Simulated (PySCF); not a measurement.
Working out the electron affinity of B

B⁻ [He] 2s2 2p2 (3P) → B [He] 2s2 2p1 (2P). All numbers are calculated (PySCF 2.14, scalar relativity by spin-free X2C-1e, in aug-cc-pVQZ-DK). Frozen: 1s2. Energies in hartree (1 hartree = 27.21139 eV):

```csv
part,B⁻ (lower),B (upper)
UHF,-24.528475,-24.539730
CCSD correlation,-0.084164,-0.066495
(T),-0.003938,-0.001465
```

**Question.** What does Hartree-Fock give?

**Answer.** (-24.539730) − (-24.528475) = -0.011255 hartree = -0.306 eV.

**Question.** What do CCSD and CCSD(T) give?

**Answer.** The CCSD correlation energies differ by 0.017669 hartree = 0.481 eV and the triples by 0.002473 hartree = 0.067 eV, so CCSD gives 0.175 eV and CCSD(T) 0.242 eV.

A first-order spin-orbit estimate adds -0.001 eV to CCSD(T) (valence), giving 0.241 eV against 0.280 eV (measured; photodetachment measurements, as compiled on the Wikipedia data page of electron affinities).

What remains against the reference includes basis incompleteness, the frozen core and higher excitations.
